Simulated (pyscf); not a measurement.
`[CH2][CH3]` [doublet] + `[SiH4]` -> `[CH3][CH3]` + `[SiH3]` [doublet], a hydrogen abstraction (doublet surface; H–Si broken, C–H formed). Structures and frequencies: ωB97X-D3(BJ)/def2-SVP in PySCF. Energies in kJ/mol from the separated reactants.

Small-basis levels: PySCF, no dispersion term, spherical d functions. AM1 to PM7: differences of heats of formation from MOPAC, which are fitted to 298 K values and so differ in kind from electronic energies by zero-point and thermal terms. Open shells are spin-unrestricted. 

```
level                   barrier  reaction energy
----------------------  -------  ---------------
HF/STO-3G                   [?]            -16.3
MP2/6-31G*                 51.5            -70.2
B3LYP/6-31G*               29.6            -55.8
B3LYP/6-311+G**            34.1            -48.8
PBE/def2-SVP                7.4            -59.8
B3LYP/def2-SVP              [?]            -49.6
PM7                        48.2            -65.1
ωB97M-D3(BJ)/def2-TZVP      [?]            -47.4
```

Fill in the missing entries.


- HF/STO-3G, barrier: 84.2
- B3LYP/def2-SVP, barrier: 30.3
- ωB97M-D3(BJ)/def2-TZVP, barrier: 36.3

Against the last row the barrier runs from -28.9 (PBE/def2-SVP) to +47.9 kJ/mol (HF/STO-3G). ωB97M-D3(BJ)/def2-TZVP has limits of its own. One saddle was located; it need not be the lowest between these sides. The angle at the transferred H is 174°.
